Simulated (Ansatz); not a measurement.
**SiP+ (singlet): from Hartree-Fock to the top rungs at distance Si1–P2 = 7.430 Å, cc-pVDZ**

An exercise on one series of results from a longer session: the logs are not shown, and one member is left open.

The runs use Ansatz 0.2.0, Gaussian basis; cc-pVDZ, core rule «outside noble gas», up to 10 orbitals frozen.

To be run: UHF; CCSD(T) on RHF; CCSD(T) on UHF; BCCD(T) on RHF; CISD; CCSDT(Q) on RHF; CCSDT(Q) on UHF; CCSDTQ on RHF; CCSDTQ on UHF; CASSCF and MRCISD+Q, 2 electrons in 2 orbitals; CASSCF and NEVPT2, 2 electrons in 2 orbitals; CASSCF and MRCISD+Q, 8 electrons in 8 orbitals; CASSCF and NEVPT2, 8 electrons in 8 orbitals; Full CI.

2 further runs of the same task are left out: 1 for a known fault of the program, 1 that didn't finish. Runs told in other sessions of the task aren't counted.

### What is computed

The geometry derives from a PBE0/def2-TZVP stationary point (not a proven minimum). One bond is set to the value named and the two fragments are kept rigid.

2 atoms, charge 1, spin multiplicity 1.

Atoms are counted from 1 here; the program's logs count them from 0.

No contacts short enough for the rule that draws bonds.

The first run:

Contents of in.yaml:

```yaml
crystal:
  periodic: [false, false, false]
  atoms:
    - {symbol: Si, position_ang: [0.000000, 0.000000, 0.000000]}
    - {symbol: P, position_ang: [0.000000, 0.000000, 7.430000]}
basis:
  gaussian: {orbitals: cc-pVDZ}
total_charge: 1
magnetization: {spin_polarized: true, initial_magnetization: 0}
hamiltonian: {xc: hf}
output: {orbitals: {seedname: orbitals}}
```

Command:

```console
$ ansatz run in.yaml --threads 1 --pin off --events-out ev --progress --plain --max-ram 3968MiB --backend cpu
```

Among the steps run: UHF; CCSD(T) on RHF; CCSD(T) on UHF; BCCD(T) on RHF; CISD; CCSDT(Q) on RHF; CCSDT(Q) on UHF; CCSDTQ on RHF; CCSDTQ on UHF; CASSCF and MRCISD+Q, 2 electrons in 2 orbitals; CASSCF and NEVPT2, 2 electrons in 2 orbitals; CASSCF and MRCISD+Q, 8 electrons in 8 orbitals; CASSCF and NEVPT2, 8 electrons in 8 orbitals; Full CI.

One of the session's tables, all rows but one given; the rest of the session is left out.

```
          method  from FCI (kJ/mol)
             RHF             +735.3
            RMP2             +254.9
            CISD             +236.4
           RCCSD              +95.4
        RCCSD(T)             -234.6
         BCCD(T)               -8.4
          RCCSDT               +6.2
       RCCSDT(Q)              -22.9
         RCCSDTQ               +0.8
  CASSCF valence             +313.7
  NEVPT2 valence                  ?
  MRCISD valence              +20.4
MRCISD+Q valence               -3.5
             FCI                  0
```

Estimate the missing values for NEVPT2 valence.

**Answer.** from FCI (kJ/mol): +83.4. In the column «from FCI (kJ/mol)» it lies between MRCISD valence (+20.4) and RCCSD (+95.4).

Limits of these values: The report flags that the cluster equations may have other roots. Left out of the table: CASSCF pair, NEVPT2 pair, MRCISD pair, MRCISD+Q pair (the active space lost an orbital or holds another state than full CI finds). Left out of the table: UHF, UMP2, UCCSD, UCCSD(T), UCCSDT, UCCSDT(Q), UCCSDTQ (another determinant or state than the rows shown). The program flags RCCSD(T), BCCD(T), RCCSDT(Q), RCCSDTQ as in doubt, so those rows may rest on another solution. RCCSD(T), BCCD(T), RCCSDT(Q), MRCISD+Q valence fall below full CI, which methods that aren't variational can do.
